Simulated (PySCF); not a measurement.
## Bond length, frequency and bond energy of NaMg⁻ by level of theory

State: ¹Σ⁺ (singlet), closed shell. Set-up: Na aug-cc-pVDZ, Mg aug-cc-pVDZ; no relativity (PySCF 2.14). De refers to Na⁻ + Mg in their ground configurations, without counterpoise correction. A positive dipole points towards Mg; it is taken about the centre of mass and depends on that origin.

```tsv
Level	Re (Å)	ωe (cm⁻¹)	De (eV)	μ (D)
RHF-MP2	3.897	70.5	n/a	n/a
RHF-SCS-MP2	3.986	63.4	0.167	n/a
RHF-CCSD	3.932	67.4	0.171	n/a
RHF-CCSD(T)	3.811	78.6	0.234	n/a
PBE	3.688	89.4	0.377	3.81
PW91	3.687	89.5	0.386	3.77
TPSS	3.727	89.3	0.364	3.91
r²SCAN	3.711	90.0	0.358	4.03
PBE0	3.739	86.2	0.327	4.03
BHandHLYP	3.916	65.7	0.165	5.12
CAM-B3LYP	3.891	66.9	0.167	5.09
```

The bond length runs from 3.687 Å (PW91) to 3.986 Å (RHF-SCS-MP2). De spans 0.17 eV (BHandHLYP, global hybrid GGA) to 0.39 eV (PW91, GGA).

Correlated steps freeze 2 core orbitals. Closed-shell solutions of metal pairs were not tested for spin polarisation, which can lower them a little. The bond is weak. Basis-set superposition, not corrected here, can be much of De in a small basis, most of all at correlated wavefunction levels. For an ion De counts to the pair picked by the measured ionisation energies or electron affinities, which need not be the lowest pair at this level. The highest Kohn–Sham level is positive in this anion. Much of that is self-interaction error, but it also means that the finite basis helps to hold the extra electron. The CCSD T1 diagnostic is raised, a sign that a single reference may not be enough here.

The whole job (state search and all levels along the bond) took about 2.2 min on 1 thread of Intel Xeon Platinum 8259CL @ 2.50GHz (shared host), peak memory 0.7 GiB.
